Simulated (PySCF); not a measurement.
# Functional benchmark on one molecule

Molecule: SMILES Cc1ccsc1, C5H6S.

Atom-mapped SMILES (the numbers label the heavy atoms): `[CH3:1][c:2]1[cH:3][cH:4][s:5][cH:6]1`; H(Xn) means a hydrogen on atom n.

Geometry PBE0-D3(BJ)/def2-SVP throughout; GIAO in PySCF 2.14.0 with density-fitted response routines, gas phase, one conformer, non-relativistic; equivalent atoms averaged; basis pcSseg-1.

Reference values (estimated from measurements, as parent shift plus tabulated substituent increments; solution, not stated per compound (mostly CDCl3 or CCl4); Pretsch, Buehlmann, Badertscher, Structure Determination of Organic Compounds, 4th ed. (2009)): δ(H(C6)) = 6.86 ppm, δ(H(C3)) = 6.87 ppm, δ(H(C4)) = 7.16 ppm. Computed shifts are taken against TMS, calculated as an isolated molecule at each level.

Task: How do the functionals HF, LDA, PBE, BLYP, BP86, OPBE, KT2, KT3, B97-D, B3LYP, PBE0, mPW1PW91, WP04, B97-2, BHandHLYP, CAM-B3LYP, wB97X-D, LC-wPBE perform against the reference? Times are CPU seconds on shared hosts with different chips, so compare them loosely.

Result: 
```
functional                    kind  H(C6)  H(C3)  H(C4)  mean abs. error H  core-s
        HF            Hartree–Fock   6.92   7.03   7.31               0.12     8.1
       LDA                     LDA   6.61   6.95   6.98               0.17      20
       PBE                     GGA   6.57   6.89   6.92               0.18      26
      BLYP                     GGA   6.48   6.79   6.83               0.26      27
      BP86                     GGA   6.57   6.89   6.92               0.18      25
      OPBE                     GGA   6.66   6.96   7.01               0.15      28
       KT2                     GGA   6.49   6.83   6.83               0.25      15
       KT3                     GGA   6.49   6.79   6.83               0.26      14
     B97-D                     GGA   6.52   6.82   6.87               0.23      14
     B3LYP           global hybrid   6.63   6.87   6.97               0.14     8.7
      PBE0           global hybrid   6.74   6.98   7.09               0.10      17
  mPW1PW91           global hybrid   6.73   6.97   7.08               0.10     8.8
      WP04           global hybrid   6.55   6.67   6.86               0.27     9.3
     B97-2           global hybrid   6.69   6.93   7.04               0.12     8.6
 BHandHLYP           global hybrid   6.78   6.95   7.13               0.06     8.5
 CAM-B3LYP  range-separated hybrid   6.74   6.91   7.09               0.08      12
   wB97X-D  range-separated hybrid   6.79   6.97   7.14               0.06      13
   LC-wPBE  range-separated hybrid   6.90   7.01   7.25               0.09      16
```

For $^{1}$H the closest is BHandHLYP (0.06 ppm, with wB97X-D, CAM-B3LYP, LC-wPBE practically level) and the furthest WP04 (0.27 ppm). One molecule is a small sample, and vibrational and solvent effects are absent from the calculation.
